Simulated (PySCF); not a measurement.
Molecule: phosphabenzene, C$_{5}$H$_{5}$P.

Numbering as in the mapped SMILES `[cH:1]1[cH:2][cH:3][p:4][cH:5][cH:6]1`. Each H is labelled by its parent atom.

Geometry PBE0-D3(BJ)/def2-SVP throughout; GIAO in PySCF, gas phase, one conformer, non-relativistic; equivalent atoms averaged; basis pcSseg-2.

(1) How do the absolute shieldings σ depend on the functional? (ppm; last column core-seconds on 1 thread of an Arm Neoverse V2, shared host; the GGAs took longer than the global hybrids here, which isn't the general rule, and the cause wasn't traced)

(2) Which nucleus moves most, in ppm?

## Answers

(1) 
| functional | kind | C3/C5 | C2/C6 | C1 | P4 | H(C3)/H(C5) | H(C2)/H(C6) | H(C1) | core-s |
| --- | --- | --- | --- | --- | --- | --- | --- | --- | --- |
| KT2 | GGA | 25.2 | 50.7 | 54.7 | 129.5 | 22.35 | 23.35 | 23.75 | 40 |
| KT3 | GGA | 25.6 | 50.7 | 54.6 | 135.2 | 22.52 | 23.53 | 23.92 | 40 |
| B97-D | GGA | 17.1 | 43.0 | 47.5 | 79.9 | 22.46 | 23.46 | 23.89 | 40 |
| B3LYP | global hybrid | 8.0 | 35.8 | 41.1 | 51.7 | 22.35 | 23.36 | 23.78 | 27 |
| PBE0 | global hybrid | 14.2 | 40.8 | 46.1 | 74.8 | 22.05 | 23.09 | 23.52 | 27 |
| mPW1PW91 | global hybrid | 13.2 | 40.1 | 45.3 | 70.7 | 22.12 | 23.16 | 23.59 | 27 |

(2) P4 (phosphorus bonded to 2 C, in a 6-membered ring): from 51.7 ppm with B3LYP to 135.2 ppm with KT3. The smallest spread is 0.40 ppm, at H(C1). Proton shifts span only some 12 ppm, so a few tenths of a ppm matter as much there as several ppm in carbon.
